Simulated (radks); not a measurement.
# C³⁺ in [He] 2s0.75 2p0.25: an all-electron calculation

An exercise on one series of results from a longer session: the logs are not shown, and one member is left open.

The numbers are computed with radks (a radial shooting solver on a logarithmic mesh, Libxc functionals) version 1 (non-relativistic Kohn-Sham, B86b exchange with PBE correlation, spin-polarised, spherical densities, point nucleus; open shells are filled with parallel spins first), except any that are marked as measured or tabulated.

## Starting point

```
element       : carbon (Z = 6)
charge        : +3
electrons     : 3
configuration : [He] 2s0.75 2p0.25
```

The first run:

The run's settings:

```text
Z 6
configuration [He] 2s0.75 2p0.25 3s0 3p0
relativity non-relativistic
functional b86_mgc,pbe
spin polarised
nucleus point
```

One of the session's tables, all rows but one given; the rest of the session is left out.

It belongs to the step «Radial structure». Radial moments (bohr):

```
  level     <r>  outermost maximum (interpolated)  90 % within
  1s up  0.2695                             0.174        0.483
1s down  0.2691                             0.174        0.482
  2s up   1.273                              1.08         1.95
  2p up       ?                                 ?            ?
```

Q: Estimate the row for 2p up from the others.

**Answer.** <r>: 1.191; outermost maximum (interpolated): 0.951; 90 % within: 1.92. In the column «<r>» it lies between 1s up (0.2695) and 2s up (1.273).
